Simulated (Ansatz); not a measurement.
**CP⁺, singlet: reading a ladder of total energies**

Geometry: that of the CP, doublet, kept fixed. The triplet lies 0.2 eV lower here.

```yaml
atoms:
  - { symbol: C, position_ang: [0.0000, 0.0000, 0.0000] }
  - { symbol: P, position_ang: [0.0000, 0.0000, 1.5497] }
```

Basis 6-31G; Ansatz 0.2.0. Only valence electrons are correlated (noble-gas cores frozen), which leaves 8 electrons in 16 orbitals. R marks a restricted (for open shells ROHF) determinant.

Full CI is exact within this basis and frozen core; it isn't the basis-set limit.

RCCSD has a T1 diagnostic of 0.074 and a largest doubles amplitude of 0.20.

Runs differ by some tens of microhartree through their thresholds, so steps under 0.03 kcal/mol mean nothing.

```json
{"level": "RHF", "total energy (hartree)": "-377.932204"}
{"level": "RMP2", "total energy (hartree)": "-378.125801"}
{"level": "RCCSD", "total energy (hartree)": "-378.141274"}
{"level": "RCCSD(T)", "total energy (hartree)": "-378.157531"}
{"level": "RCCSDT", "total energy (hartree)": "-378.157216"}
{"level": "RCCSDT(Q)", "total energy (hartree)": "-378.160509"}
{"level": "RCCSDTQ", "total energy (hartree)": "-378.159284"}
{"level": "full CI", "total energy (hartree)": "-378.159719"}
```

Q: What is the correlation energy at full CI, and what share of it do RMP2 and RCCSDTQ recover?

A: E(corr) = -378.159719 − (-377.932204) = -0.227515 hartree = -6.191 eV. RMP2: -0.193597 / -0.227515 = 85.09 %. RCCSDTQ: -0.227080 / -0.227515 = 99.81 %.

Q: By how many kcal/mol does RCCSD(T) miss full CI (1 hartree = 627.509 kcal/mol), and which steps make up the rest?

A: -378.157531 − (-378.159719) = 0.002188 hartree = 1.37 kcal/mol. Steps: RCCSDT − RCCSD(T) = 0.20, RCCSDT(Q) − RCCSDT = -2.07, RCCSDTQ − RCCSDT(Q) = 0.77, full CI − RCCSDTQ = -0.27 kcal/mol. With more than one leading determinant such errors change with state and geometry, and needn't cancel in differences.
